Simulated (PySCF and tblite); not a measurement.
The numbers below are computed, except where a source is named.
C₆H₁₀, numbered as in [CH:1]#[C:2][CH2:3][CH2:4][CH2:5][CH3:6].

Free energies: CAM-B3LYP-D3(BJ)/pcSseg-1 (IEF-PCM, chloroform) on GFN2-xTB structures plus GFN2-xTB thermal terms, symmetry and mirror images included. Conformers within 3 kcal/mol (GFN2-xTB free energy) were kept, 10 at most. Codes: tblite and PySCF.

Torsions listed: C2–C3–C4–C5, C3–C4–C5–C6. Of a mirror pair one member is shown.

```csv
conformer,shape,symmetry
1,"-175°, -66°",C1 (pair)
2,"60°, 67°",C1 (pair)
3,"65°, -179°",C1 (pair)
4,"180°, 180°",Cs
5,"-81°, 67°",C1 (pair)
```

Q: Which of these conformers is the most populated at 298.15 K, and with what share?

A: Conformer 3, about 38 %. The lead over the next is within the error of the method.

Q: Give the DFT energies and free energies relative to the lowest, and all weights.

A: 
```csv
conformer,shape,E(DFT) kcal/mol,G(298.15 K) kcal/mol,weight %
1,"-175°, -66°",0.55,0.49,16.5
2,"60°, 67°",0.40,0.44,18.0
3,"65°, -179°",0.08,0.00,37.7
4,"180°, 180°",0.00,0.21,26.7
5,"-81°, 67°",1.96,2.08,1.1
```

Q: How does its share change from 150 K to 400 K?

A: From 44 % to 35 %; the mixing entropy goes from 3.23 to 3.90 cal/(mol K).
